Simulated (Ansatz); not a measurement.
# C2H3F3O: one species, many methods

Aim: compute C2H3F3O with functionals from several rungs and with coupled cluster. The yardstick is the atomisation energy at the CCSD(T) limit.

The runs use Ansatz 0.2.0, Gaussian basis; functionals in def2-TZVPP, the program's frozen cores in correlated methods.

The runs, in order: LDA (SPW92), PBE-D4, revPBE-D4, BLYP-D4, r2SCAN-D4, B97M-V, PBE0-D4, B3LYP-D4, r2SCANh-D4, r2SCAN0-D4, HSE06-D4, BHLYP-D4, CAM-B3LYP-D4, LC-ωPBE, ωB97X-V, ωB97M-V, B2PLYP, PBE-QIDH; CCSD(T)/def2-SVP; CCSD(T)/def2-TZVPP; MP2/def2-QZVPP; extrapolation to the limit; RPA on PBE.

### 1 The relaxed structure

An earlier PBE0-D4 in a triple-zeta def2 set relaxation fixed the geometry.

SMILES `FCOC(F)F`, 9 atoms, charge 0, spin multiplicity 1.

Atoms are counted from 1 here; the program's logs count them from 0.

Bond lengths: F1–C2 1.372 Å, C2–O3 1.385 Å, C2–H7 1.089 Å, C2–H8 1.094 Å, O3–C4 1.368 Å, C4–F5 1.332 Å, C4–F6 1.354 Å, C4–H9 1.094 Å. Angles: F1–C2–O3 110.3°, F1–C2–H7 108.6°, F1–C2–H8 107.6°, O3–C2–H7 106.5°, O3–C2–H8 111.8°, H7–C2–H8 111.9°, C2–O3–C4 115.2°, O3–C4–F5 106.8°, O3–C4–F6 110.3°, O3–C4–H9 113.4°, F5–C4–F6 107.9°, F5–C4–H9 110.1°, F6–C4–H9 108.2°.

### 2 LDA

This LDA is Slater exchange with PW92 correlation.

The input, in.yaml:

```yaml
crystal:
  periodic: [false, false, false]
  atoms:
    - {symbol: F, position_ang: [-0.182871, -1.919336, -0.054184]}
    - {symbol: C, position_ang: [0.727245, -0.928087, 0.211328]}
    - {symbol: O, position_ang: [0.492921, 0.169984, -0.599264]}
    - {symbol: C, position_ang: [-0.612869, 0.908196, -0.275928]}
    - {symbol: F, position_ang: [-0.768998, 1.809662, -1.243573]}
    - {symbol: F, position_ang: [-0.409146, 1.573749, 0.885500]}
    - {symbol: H, position_ang: [1.722162, -1.292061, -0.041710]}
    - {symbol: H, position_ang: [0.641771, -0.676199, 1.272217]}
    - {symbol: H, position_ang: [-1.521514, 0.307789, -0.171585]}
basis:
  gaussian: {orbitals: def2-TZVPP}
hamiltonian: {xc: lda}
output: {orbitals: {seedname: orbitals}}
```

Run with:

```sh
$ ansatz run in.yaml --threads 4 --pin off --events-out ev --progress --plain --max-ram 10444MiB
```

After this run come: PBE-D4 (GGA); revPBE-D4 (GGA); BLYP-D4 (GGA); r2SCAN-D4 (meta-GGA); B97M-V (meta-GGA); PBE0-D4 (hybrid); B3LYP-D4 (hybrid); r2SCANh-D4 (hybrid); r2SCAN0-D4 (hybrid); HSE06-D4 (hybrid); BHLYP-D4 (hybrid); CAM-B3LYP-D4 (range-separated); LC-ωPBE (range-separated); ωB97X-V (range-separated); ωB97M-V (range-separated); B2PLYP (double hybrid); PBE-QIDH (double hybrid); CCSD(T) in def2-SVP; CCSD(T) in def2-TZVPP; MP2 in def2-QZVPP; RPA on PBE orbitals.

Before running them: what should the planned runs give, taken together? Wanted: atomisation energy, CCSD(T)/CBS; farthest beyond LDA; mean size of error, GGA; mean size of error, meta-GGA; mean size of error, hybrid; mean size of error, range-separated; mean size of error, double hybrid; gap, smallest and largest; T1 diagnostic.

The runs gave:

| quantity | value |
| --- | --- |
| atomisation energy, CCSD(T)/CBS | 36.737 eV |
| functionals within 0.184 eV (0.5 %) | revPBE-D4, BLYP-D4, B97M-V, PBE0-D4, HSE06-D4, ωB97X-V, ωB97M-V |
| farthest beyond LDA | BHLYP-D4 (-2.022 eV) |
| mean size of error, GGA | 0.578 eV |
| mean size of error, meta-GGA | 0.150 eV |
| mean size of error, hybrid | 0.612 eV |
| mean size of error, range-separated | 0.202 eV |
| mean size of error, double hybrid | 0.353 eV |
| gap, smallest and largest | 8.56 eV (LDA (SPW92)), 16.41 eV (LC-ωPBE) |
| T1 diagnostic | 0.0119 |
| triples share of the correlation energy | 3.2 % |

The LDA atomisation energy is off by 7.486 eV (20 %): it overbinds. PBE-D4 misses by +1.495 eV. Double hybrids carry the basis error of their MP2 part in triple zeta, and no dispersion term here, so their miss is partly the set-up's. Taken by rung, meta-GGA functionals do best (0.150 eV on average) and hybrid ones worst beyond LDA (0.612 eV). The gap between the best rungs is small, so their order is not settled. The mean of the hybrids holds BHLYP, with half exact exchange. The reference freezes the cores and leaves out relativity and excitations past (T), so misses under about 0.184 eV can't be ranked. Hartree-Fock recovers 68 % of the binding; the rest is correlation. CCSD(T) in def2-SVP is off by -1.859 eV, which most functionals beat. Orbital gaps span 8.6 to 16.4 eV; exact exchange widens them.
